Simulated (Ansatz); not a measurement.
# SiH₂O (quintet): wave-function methods side by side, def2-QZVPP

An exercise on one series of results from a longer session: the logs are not shown, and one member is left open.

Program: Ansatz 0.2.0, Gaussian basis. Level of theory: def2-QZVPP, core rule «outside noble gas», up to 6 orbitals frozen. These are calculated values, not measurements.

Plan: UHF; ROHF; CCSD(T) on UHF.

2 further runs of the same task are left out: 2 set aside as unsound or not needed.

### The system

The geometry is a PBE0/def2-TZVP stationary point (not a proven minimum) of the parent state, kept for this charge and spin.

4 atoms, charge 0, spin multiplicity 5.

Atoms are counted from 1 here; the program's logs count them from 0.

Bond lengths: Si1–O2 1.676 Å, Si1–H3 1.466 Å, Si1–H4 1.466 Å. Angles: O2–Si1–H3 114.7°, O2–Si1–H4 114.7°, H3–Si1–H4 130.6°.

Coordinates:

```
atom   x (Å)    y (Å)    z (Å)
 Si1  0.0000   0.0000   0.5550
  O2  0.0000   0.0000  -1.1214
  H3  0.0000   1.3319   1.1682
  H4  0.0000  -1.3319   1.1682
```

Set-up of the first run:

Contents of in.yaml:

```yaml
crystal:
  periodic: [false, false, false]
  atoms:
    - {symbol: Si, position_ang: [0.000000, 0.000000, 0.554993]}
    - {symbol: O, position_ang: [0.000000, 0.000000, -1.121434]}
    - {symbol: H, position_ang: [0.000000, 1.331946, 1.168229]}
    - {symbol: H, position_ang: [0.000000, -1.331946, 1.168229]}
basis:
  gaussian: {orbitals: "def2-QZVPP.json"}
magnetization: {spin_polarized: true, initial_magnetization: 4}
hamiltonian: {xc: hf}
output: {orbitals: {seedname: orbitals}}
```

Started as:

```sh
$ ansatz run in.yaml --threads 1 --pin off --events-out ev --progress --plain --max-ram 4096MiB --backend cpu
```

Steps of the session up to this table: UHF; ROHF; CCSD(T) on UHF.

One of the session's tables, all rows but one given; the rest of the session is left out.

```
  method  from UCCSD(T) (meV)
    ROHF              +9067.9
     UHF                    ?
    UMP2              +1509.8
   UCCSD               +341.1
UCCSD(T)                    0
```

Q: Estimate the row for UHF from the others.

As computed: from UCCSD(T) (meV): +8775.8. In the column «from UCCSD(T) (meV)» it lies between UMP2 (+1509.8) and ROHF (+9067.9).
